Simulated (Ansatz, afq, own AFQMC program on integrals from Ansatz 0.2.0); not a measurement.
AFQMC on a folder of integrals that Ansatz 0.2.0 wrote.

```yaml
crystal:
  periodic: [false, false, false]
  atoms:
    - {symbol: Ge, position_ang: [0.000000, 0.014036, 0.310508]}
    - {symbol: C, position_ang: [0.000000, -0.136900, -1.670999]}
    - {symbol: H, position_ang: [0.000000, 0.619772, -2.465821]}
basis:
  gaussian: {orbitals: cc-pVDZ}
magnetization: {spin_polarized: true, initial_magnetization: 3}
correlation: {method: ccsd_t, electrons: outside_noble_gas, hamiltonian_folder: ham}
```

```sh
$ ansatz run in.yaml --threads 1 --pin off --events-out ev --progress --plain --max-ram 1843MiB
```

Options of the walk:

```
--method phaseless --trial hf --walkers 120 --populations 1 --least-time 40 --time-step 0.005 --steps-per-block 20 --equilibration-blocks 112 --max-blocks 600 --target-error 0.00108 --factor-cut 1e-05 --start spin_pure --seed 968 --taylor-order 6
```

Times are imaginary, in 1/Eh. The walk had a cap of 671 s. Filled inner d shells are frozen with the cores.

Output of the walk:

```
orbitals 31  electrons 6 3  factors 234 of 506
reference energy -2113.65091594 Eh
CCSD correlation -0.17129551 Eh in 13 cycles, weight of the determinant in the CISD state 0.8856
energy of the start -2113.651397 Eh
 block  time / (1/Eh)  mean weight  energy / Eh
     1     0.100  1.0005  -2113.682732
     2     0.200  1.0009  -2113.706038
     3     0.300  1.0006  -2113.723819
     4     0.400  1.0005  -2113.738107
     5     0.500  1.0014  -2113.745847
    10     1.000  0.9988  -2113.792185
    86     8.600  1.0008  -2113.832471
   171    17.100  1.0003  -2113.833173
   256    25.600  0.9985  -2113.818793
   341    34.100  0.9999  -2113.830123
   426    42.600  0.9988  -2113.827703
   477    47.700  1.0013  -2113.870968
   511    51.100  1.0014  -2113.833767
   562    56.200  0.9995  -2113.795403
   596    59.600  1.0008  -2113.821300
   681    68.100  1.0004  -2113.823008
   698    69.800  1.0013  -2113.838325
blocks merged  error / Eh  count
     1  0.000595  600
     2  0.000802  300
     4  0.001057  150
     8  0.001372  75
    16  0.001632  37
    32  0.001793  18
    64  0.002051  9
energy -2113.828915 +/- 0.001793 Eh
(rows thinned)
```

The run passed its tests (sampling time, drift between the halves within three errors, error under three times the target), which doesn't prove that it has relaxed.

Against this walk (error 48.8 meV) on the same determinant: CCSD(T) 51.7 meV higher (within the noise), CCSDT(Q) 9.4 meV higher (within the noise), a separate phaseless walk with a CISD trial and standard settings 16.8 ± 49.5 meV higher (within the noise). The error is statistical and leaves out the bias of the constraint.

Cautions: constraint bias not in the error; error above the target (48.8 against 29.4 meV); no relativity below Rb; no spin-orbit coupling; inner d shell frozen; lower spins were not checked.

The walk took 2.8 min on 1 thread of Arm Neoverse V2, with other jobs on the host. The log's last line is the phaseless energy.

CCSDT and higher add their correlation energy to the determinant of the CCSD(T) run, since their own runs factorise the integrals more tightly (a shift of under 2 meV). A walk keeps the symmetry of its determinant, which the program's search chose and which needn't be the lowest solution, so a lower state of the same spin and another symmetry isn't excluded.
